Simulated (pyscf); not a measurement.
H₂Si=AsH + water (H₂O) → HO–SiH₂–AsH₂ (addition across a multiple bond or ene-type step; singlet surface; H–O broken, As–H, O–Si formed). Structures and frequencies: ωB97X-D3(BJ)/def2-SVP in PySCF. MP2 and CC: frozen core, UHF for open shells. ΔMP2 is the change of the MP2 total energy from the triple- to the quadruple-zeta basis. Energies in kcal/mol from the separated reactants.

```tsv
level	barrier	reaction energy
ωB97X-D3(BJ)/def2-TZVP	-6.3	-53.7
r²SCAN/def2-TZVP	-8.2	-50.5
PBE0-D3(BJ)/def2-TZVP	[?]	-50.1
M06-2X/def2-TZVP	-7.3	-51.1
CCSD/def2-TZVPP	0.0	-49.2
CCSD(T)/def2-TZVPP	-1.4	-47.7
CCSD(T)/def2-TZVPP + ΔMP2(QZVPP)	[?]	[?]
```

Problem. Complete the blanks.

Solution. 
- PBE0-D3(BJ)/def2-TZVP, barrier: -7.9
- CCSD(T)/def2-TZVPP + ΔMP2(QZVPP), barrier: -1.8
- CCSD(T)/def2-TZVPP + ΔMP2(QZVPP), reaction energy: -47.5

On the reactant side the descent ends in an adduct with a O–Si contact, 10.3 kcal/mol under the separated species and 4.0 kcal/mol under the saddle at ωB97X-D3(BJ)/def2-TZVP. At ωB97X-D3(BJ)/def2-TZVP, r²SCAN, PBE0-D3(BJ), M06-2X, CCSD(T), CCSD(T) the saddle lies under the separated reactants, which points to a path from their complex (located at ωB97X-D3(BJ) alone). What is counted as formed (O–Si) is already present as a longer contact in the reactant adduct; forming that adduct is a step of its own. This is the saddle that the search found; another between the same sides may lie lower. The CCSD(T) − MP2 part came from Ansatz, without density fitting, on the same reference. The frozen core leaves the outer d or s,p core shells of the metals and heavy elements correlated in the MP2 and CC values, and def2-TZVPP describes them poorly, which can shift differences by a few kcal/mol. Elements up to Kr have no core potential and no relativistic terms here.
